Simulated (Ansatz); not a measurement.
Consider the substitution at a C–O bond: `NC(O)CO` + H–F → `NC(F)CO` + H₂O.

Gas-phase electronic energies from Ansatz, PBE0-D4/def2-TZVP geometries. CBS: MP2 limit from def2 TZ/QZ plus the TZ coupled-cluster correction, frozen cores. This one scheme is used for every species. DFT in def2-TZVPP. HSE06 is defined as in plane-wave codes. Each species was taken in one conformer, which may not be the lowest.

```json
{"level": "LDA (SPW92)", "ΔE (kcal/mol)": "-4.7", "difference from CCSD(T)/CBS": "-1.1"}
{"level": "HSE06-D4", "ΔE (kcal/mol)": "-4.6", "difference from CCSD(T)/CBS": "-1.0"}
{"level": "BHLYP-D4", "ΔE (kcal/mol)": "-5.4", "difference from CCSD(T)/CBS": "-1.8"}
{"level": "CAM-B3LYP-D4", "ΔE (kcal/mol)": "-5.8", "difference from CCSD(T)/CBS": "-2.2"}
{"level": "ωB97X-V", "ΔE (kcal/mol)": "-5.2", "difference from CCSD(T)/CBS": "-1.6"}
{"level": "B2PLYP", "ΔE (kcal/mol)": "-5.3", "difference from CCSD(T)/CBS": "-1.7"}
{"level": "r2SCANh", "ΔE (kcal/mol)": "-5.7", "difference from CCSD(T)/CBS": "-2.1"}
{"level": "HSE06", "ΔE (kcal/mol)": "-5.0", "difference from CCSD(T)/CBS": "-1.4"}
{"level": "HF/def2-TZVPP", "ΔE (kcal/mol)": "-6.2", "difference from CCSD(T)/CBS": "-2.6"}
{"level": "MP2/def2-TZVPP", "ΔE (kcal/mol)": "-2.7", "difference from CCSD(T)/CBS": "0.9"}
{"level": "CCSD(T)/CBS", "ΔE (kcal/mol)": "-3.6", "difference from CCSD(T)/CBS": "0"}
```

Largest T1 diagnostic among the species: 0.011.

From PBE to PBE0 (25 % exact exchange), in def2-TZVPP and without D4, ΔE moves by +0.8 kcal/mol. Leaving LDA and LC-ωPBE aside and taking each functional with its dispersion term where it has one, the values, not all of them listed here, spread over 2.4 kcal/mol, from B97M-V to PBE-QIDH. LDA lies +1.1 kcal/mol from PBE without D4.

CCSD(T)/CBS has its own doubt, a few kJ/mol and more with outer-core shells, so smaller differences from it don't rank the levels.
